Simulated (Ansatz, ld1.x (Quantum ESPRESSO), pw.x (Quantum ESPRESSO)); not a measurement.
Which Si potential is closest to all-electron in the sc crystal?

All use LDA (PW92), scalar-relativistic, no spin, cutoffs from each file’s atomic test, pw.x 7.5; 13³ k-points, Fermi–Dirac smearing 0.01 Ry. Δ is the rms difference from all-electron LAPW of the E(V) curves that follow from fits to the pressures, over ±6 % in volume. Mesh and smearing are coarse and serve the comparison alone. The files are a selection: those with a ghost or negative overlap were mostly not run, and those with noisy or unconverged pressures or nearly equal Δ are left out.

All-electron: a0 = 2.505 Å (V0 = 15.72 Å³/atom), B0 = 108.0 GPa.

Rank them by Δ, smallest first.
A. PAW, ld1.x (Quantum ESPRESSO) 7.5, LDA (PW92); core [Ne], reference 3s2 3p2; waves: 3s (bound): rcut 1.90, rcutus 2.20 bohr; 3s channel at -0.15 Ry: rcut 1.90, rcutus 2.20 bohr; 3p (bound): rcut 1.85, rcutus 2.45 bohr; 3p channel at 0.65 Ry: rcut 1.85, rcutus 2.45 bohr; 3d channel at 0.05 Ry: rcut 2.00, rcutus 2.45 bohr; local part: all-electron potential smoothed inside 2.10 bohr (lloc = -2); core correction: a·sin(br)/r model core inside 1.90 bohr; augmentation: PSQ, inside the norm-conserving radii.
B. ultrasoft, ld1.x (Quantum ESPRESSO) 7.5, LDA (PW92); core [Ne], reference 3s2 3p2; waves: 3s (bound): rcut 1.60, rcutus 1.80 bohr; 3s channel at 0.15 Ry: rcut 1.60, rcutus 1.80 bohr; 3p (bound): rcut 2.05, rcutus 2.15 bohr; 3p channel at 4.05 Ry: rcut 2.05, rcutus 2.15 bohr; 3d channel at 0.25 Ry: rcut 2.00, rcutus 2.35 bohr; 3d channel at 2.25 Ry: rcut 2.00, rcutus 2.35 bohr; local part: all-electron potential smoothed inside 1.45 bohr (lloc = -1); core correction: none; augmentation: PSQ, inside the norm-conserving radii.
C. norm-conserving RRKJ (Kleinman–Bylander form), ld1.x (Quantum ESPRESSO) 7.5, LDA (PW92); core [Ne], reference 3s2 3p2; waves: 3p (bound): rc 1.85 bohr; 3d channel at 0.05 Ry: rc 1.85 bohr; 3s (bound): rc 1.75 bohr; local part: the s channel; core correction: none; rho0 0.01.
D. norm-conserving Troullier–Martins (Kleinman–Bylander form), ld1.x (Quantum ESPRESSO) 7.5, LDA (PW92); core [Ne], reference 3s2 3p2; waves: 3p (bound): rc 1.45 bohr; 3d channel at -0.05 Ry: rc 1.30 bohr; 3s (bound): rc 1.30 bohr; local part: the s channel; core correction: Bessel-smoothed model core inside 1.00 bohr.

B (0.2 meV/atom), A (1.7 meV/atom), C (2.5 meV/atom), D (3.2 meV/atom).
